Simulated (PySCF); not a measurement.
# Si3H6

Si3H6 is a silylene (divalent Si1, bonded to 2 Si), neutral, singlet. The structure, one conformer, was relaxed in the gas phase by PBE0-D3(BJ)/def2-SVP. No frequency run checks that it is a minimum.

The lowest triplet lies only 0.84 eV up at this geometry (Tamm-Dancoff CAM-B3LYP/def2-SVPD) and falls further when it relaxes, so it may lie near or below this singlet. Shieldings at and next to the centre that carries it rest on this small gap and are unreliable.

SMILES: [SiH3][Si][SiH3]

```csv
atom,x (Å),y (Å),z (Å)
Si1,0.184,-0.144,-1.744
Si2,-1.630,0.224,-0.247
Si3,1.651,-0.239,0.129
H4,-1.989,-1.200,0.089
H5,-1.308,0.930,1.036
H6,-2.830,0.869,-0.864
H7,2.939,-0.958,-0.120
H8,1.961,1.226,0.294
H9,1.065,-0.731,1.418
```

Shieldings: GIAO PBE0/pcSseg-2. Shifts are against computed references at the same level: H TMS (σ 31.24 ppm), Si TMS (σ 341.3 ppm). Core levels by delta-SCF with SCAN, pcX-2 on the ionised atom and pcseg-1 elsewhere, spin-free X2C (2p3/2 is the spin-free 2p value less a third of a first-order spin-orbit splitting); from the vacuum level, for chosen atoms.

**Question.** Give the shieldings and core levels atom by atom.

**Answer.** 
```csv
atoms,bonded to,σ (ppm),δ (ppm),core level (eV)
Si1,2 Si,-921.4,1262.7,2p3/2 107.06
Si2 Si3,1 Si + 3 H,407.3,-66.1,2p3/2 106.34
H4 H5 H6,1 Si,26.43,4.81,-
H7 H8 H9,1 Si,26.43,4.81,-
```

Values are those of this one static structure, with the three H of a rotating XH3 group averaged; atoms that internal rotation interchanges would show their mean in an NMR spectrum.

The core-hole state of Si1 is spin-contaminated (⟨S²⟩ 0.83 against 0.75 for a pure doublet), so that value and differences from it are less sure.

**Question.** Which of Si1, Si2 holds its core electrons tightest, and by how much against the loosest?

**Answer.** Si1 (bonded to 2 Si), by 0.72 eV over Si2 (bonded to 1 Si + 3 H).

**Question.** By CAM-B3LYP/def2-SVPD (TDDFT singlets, Tamm-Dancoff triplets, ionisation by delta-SCF), where does absorption start, and what does vertical ionisation take?

**Answer.** The lowest singlet lies at 1.77 eV (f 0.002), the strongest of the first 6 at 5.94 eV (f 0.111), the lowest triplet at 0.84 eV; vertical ionisation takes 8.52 eV.

The 3 runs behind this took 62 s in all, one thread each of Arm Neoverse V1 on a shared host, launched as `OMP_NUM_THREADS=1 python cluster_run.py task.json out`.
